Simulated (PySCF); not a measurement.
Gas-phase reaction: HF + CH3Cl + C3H4 (cyclic) → CH2ClF + 3 CH2

Computed with PySCF (xtb for GFN2) and rigid-rotor harmonic-oscillator thermochemistry at 1 bar. The comparison is the NASA 1993 polynomial table, which mixes measured and estimated data. † marks an energy on the PBE0/def2-TZVP geometry and frequencies; other levels use their own. MP2 and CCSD(T) freeze the core. 6-31G* has spherical d functions here. Open shells (unrestricted): CH2 (multiplicity 3); the rest are closed-shell singlets. GFN2 has no spin-polarisation term. MP2 isn't extrapolated to the basis-set limit; its ΔH°(298 K) is 939.1 kJ in def2-SVP and 986.5 kJ in def2-TZVPP. CCSD(T) isn't extrapolated to the basis-set limit; its ΔH°(298 K) is 910.7 kJ in def2-SVP and 945.3 kJ in def2-TZVPP. The harmonic model lacks anharmonicity and excited electronic states, which grow with temperature; levels with a mode under 35 cm⁻¹ are left out. The table's entry may be an old estimate for C3H4 (cyclic), CH2ClF, CH2 (not checked at source).

```json
[
 {"level": "table", "ΔH°(298 K), kJ": "979.4", "minus table": "-", "ΔG°(1000 K), kJ": "775.5"},
 {"level": "CCSD(T)/def2-TZVPP†", "ΔH°(298 K), kJ": "945.3", "minus table": "-34.1", "ΔG°(1000 K), kJ": "737.5"},
 {"level": "GFN2-xTB", "ΔH°(298 K), kJ": "1366.1", "minus table": "386.7", "ΔG°(1000 K), kJ": "1157.2"},
 {"level": "HF/6-31G*", "ΔH°(298 K), kJ": "523.8", "minus table": "-455.6", "ΔG°(1000 K), kJ": "313.3"},
 {"level": "M06-2X/def2-TZVP†", "ΔH°(298 K), kJ": "953.2", "minus table": "-26.2", "ΔG°(1000 K), kJ": "745.4"},
 {"level": "MP2/def2-SVP†", "ΔH°(298 K), kJ": "939.1", "minus table": "-40.3", "ΔG°(1000 K), kJ": "731.3"},
 {"level": "PBE/def2-TZVP†", "ΔH°(298 K), kJ": "975.7", "minus table": "-3.7", "ΔG°(1000 K), kJ": "767.9"},
 {"level": "PBE0/def2-QZVP†", "ΔH°(298 K), kJ": "947.5", "minus table": "-31.9", "ΔG°(1000 K), kJ": "739.7"},
 {"level": "r2SCAN/def2-TZVP†", "ΔH°(298 K), kJ": "884.9", "minus table": "-94.5", "ΔG°(1000 K), kJ": "677.1"},
 {"level": "ωB97X-V/def2-TZVP†", "ΔH°(298 K), kJ": "985.2", "minus table": "5.8", "ΔG°(1000 K), kJ": "777.4"}
]
```
